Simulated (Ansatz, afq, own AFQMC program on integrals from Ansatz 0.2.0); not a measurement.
**Ga, doublet → Ga⁻, singlet**

A free Ga atom.

E(singlet, charge -1) − E(doublet, charge +0) at this geometry, on UHF and RHF determinants.

Basis aug-cc-pVTZ. Noble-gas cores (and the filled d shells of Ga–Kr and In–Xe) are frozen. Integrals, coupled cluster, full CI and functionals: Ansatz 0.2.0; the random walks run on the same integrals in our own AFQMC program. The CISD trial takes its coefficients from CCSD amplitudes. Released means that phaseless walkers are propagated on without the constraint, phases kept. Error bars are statistical, one sigma. No spin–orbit coupling. The errors of all members are added in quadrature.

Full CI on the same integrals is exact in this basis and with this determinant's frozen core.

Errors are counted within aug-cc-pVTZ, not against nature.

Cautions: inner d shell frozen; no relativity below Rb; no spin-orbit coupling; Ga⁻ (singlet): another spin lies lower, at this level and basis the anion state lies above a neutral one, restricted determinant unstable towards unrestricted (UHF 737 meV lower, ⟨S²⟩ 1.03), strong correlation (T1 0.025, weight of the determinant 0.83, largest double 0.12), the released energies have errors that jump between times, so the bars are unsure, so no released level is given (meV from the phaseless value at times in 1/Eh: -3.2 ± 1.9 at 0.24, -13 ± 8 at 0.51, -11.5 ± 2.0 at 0.99, -13.9 ± 2.1 at 1.62, -18 ± 3 at 2.40), the ph-AFQMC/CISD walk drifts between its halves (2.9 errors), the determinant fills the p orbitals unequally in pairs, so it mixes two states of the atom (¹D and ¹S), and each level undoes that mixture to a different degree, while full CI gives the lower state, CCSDT(Q) on the UHF determinant differs (382 meV lower), perhaps since the unrestricted series falls towards higher spin, its ph-AFQMC/CISD value lies 90.6 ± 1.5 meV above full CI; at this level and basis the anion state lies above a neutral one.

Reference (full CI): 3.1 kJ/mol.

| level | vertical energy of electron attachment (kJ/mol) | error against FCI (kJ/mol) |
| --- | --- | --- |
| HF | 94.5 | 91.3 |
| MP2 | 33.8 | 30.7 |
| CCSD | 16.9 | 13.8 |
| CCSD(T) | 10.1 | 7.0 |
| ph-AFQMC/HF | 10.6 ± 1.9 | 7.5 ± 1.9 |
| ph-AFQMC/CISD | 11.6 ± 0.2 | 8.5 ± 0.2 |

Correlation beyond CCSD(T) takes off 7.0 kJ/mol. The perturbative (T) step is worth −6.8 kJ/mol. Where a determinant mixes two states, these steps and errors hold in part the undoing of that mixture, and only full CI is sure.
